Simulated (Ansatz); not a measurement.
**Forms of SiNH3 and their order**

Ansatz 0.2.0, basis cc-pVDZ; geometries are PBE0/def2-TZVP minima. Wave-function levels freeze the cores; HF, MP2 and coupled cluster are restricted for singlets and unrestricted otherwise, Kohn–Sham unrestricted where that lies lower. The reference is CCSDTQ (coupled cluster only where its series has nearly closed). Semilocal and hybrid functionals correlate all electrons outside any core potential and usually lie nearer their basis limit than the reference, so part of their error here is the reference's basis and frozen-core error; RPA and the MP2 part of double hybrids freeze the same cores as the reference. None of these values is a measured one. Energies are electronic, without zero-point terms. The set is small: such energies can lie up to about 0.3 eV from the limit, spin gaps mostly less, so near ties and functionals' places can change in larger sets. No spin–orbit coupling and no scalar relativity. The species are chosen: bound, without strong static correlation by their natural occupations or amplitudes, and with a ladder that closes on the reference, so errors are smaller than for species at large; levels whose determinant breaks symmetry or spin markedly are left out.

A. singlet; N–Si 1.593, Si–H 1.477/1.490, N–H 1.012, angles at N 121°, angles at Si 112/118/129°. Coordinates (Å): Si 0.000 -0.030 0.504; N 0.000 0.114 -1.082; H 0.000 -1.262 1.343; H 0.000 1.205 1.315; H 0.000 -0.700 -1.682
B. singlet; N–Si 1.707, Si–H 1.532, N–H 1.008, angles at N 112/122/126°, angles at Si 94°. Coordinates (Å): Si 0.000 -0.081 0.625; N 0.000 0.049 -1.077; H 0.000 1.434 0.851; H 0.000 0.905 -1.610; H 0.000 -0.766 -1.671

Problem. From bonding and spin, estimate the order of these in energy at CCSDTQ, each at its own geometry.

Solution. At CCSDTQ, above the lowest of those listed: B (0.0 kcal/mol), A (18.0 kcal/mol).

| level | A less B (kcal/mol) |
| --- | --- |
| CCSDTQ | 18.0 |
| HF | 24.0 |
| MP2 | 15.6 |
| CCSD | 19.8 |
| CCSD(T) | 18.2 |
| CCSDT | 18.2 |
| CCSDT(Q) | 18.0 |
| PBE | 18.0 |
| B3LYP | 19.1 |
| B2PLYP | 17.5 |

Every level shown puts the same form lowest.

The geometries are PBE0's, not this basis's own minima.
